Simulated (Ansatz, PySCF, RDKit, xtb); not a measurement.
# CHBF−: from the formula to a structure

Only the formula CHBF− is given (charge -1). Aim: find the structure of lowest free energy at 298.15 K, then its properties.

The funnel: GFN2-xTB relaxations, single points with a density functional, relaxations at PBE0-D4/def2-TZVPD, harmonic vibrations, and a last energy at a higher level. All values are calculated.

6 further runs of the same task are left out: 6 set aside as unsound or not needed.

## Step 1: Drawing up candidates

All bonding patterns within simple valence rules are listed by program: one Lewis structure each, at most two rings and one unusual centre or charged pair. O–O, O–halogen and N–halogen bonds and N–N–N chains are not drawn. That gives 4 candidates.

```csv
label,SMILES,spin
c133,[C]=[BH-]F,singlet
c363,[C]=[BH-]F,triplet
c679,C#[B-]F,singlet
c917,[BH-]#CF,singlet
```

Candidates are built by distance geometry, with a force field where one applies, in up to four conformers (letters a to d). 6 starts with atoms placed at random are added, to find patterns that the rules miss.

**Question.** With final energies at CCSD(T)/def2-TZVPPD, which structure will this search put lowest in free energy, and by what margin?

| quantity | value |
| --- | --- |
| lowest structure found | C#[B-]F, singlet, C∞v |
| next finalist | [C]=[BH-]F, triplet, 42.8 kcal/mol higher in G |
| share at equilibrium, among the finalists | 100.0 % |
| harmonic wavenumbers, lowest and highest (PBE0-D4/def2-TZVPD) | 315 and 3399 cm⁻¹ |
| rotational constants, same geometry | 0.2812 cm⁻¹ |
| HOMO energy (PBE0/def2-TZVPD) | 0.33 eV |
| LUMO energy (PBE0/def2-TZVPD) | 3.80 eV |
| HOMO–LUMO gap (to an unbound level, set by the basis) (PBE0/def2-TZVPD) | 3.47 eV |
| lowest excitation (TD-B3LYP/def2-SVPD) | 2.73 eV (f = 0.030) |
| lowest triplet excitation, same level, Tamm-Dancoff | 2.55 eV |
| vertical detachment energy | 1.79 eV |
| vertical triplet less singlet | +2.41 eV |

The lowest structure found is `C#[B-]F`. Among the finalists first place is clear (42.8 kcal/mol); structures outside the list aren't covered. HF/STO-3G, r2SCAN-D4/def2-SVPD, PBE0-D4/def2-TZVPD, HF/def2-TZVPPD and MP2/def2-TZVPPD already put its bonding pattern lowest among the structures in one piece. In an anion, excitations above the detachment energy lie in the continuum and hang on the basis, so they needn't be bound states. The search is not exhaustive (a finite list of starts, one conformer a finalist), so a lower isomer can't be ruled out.
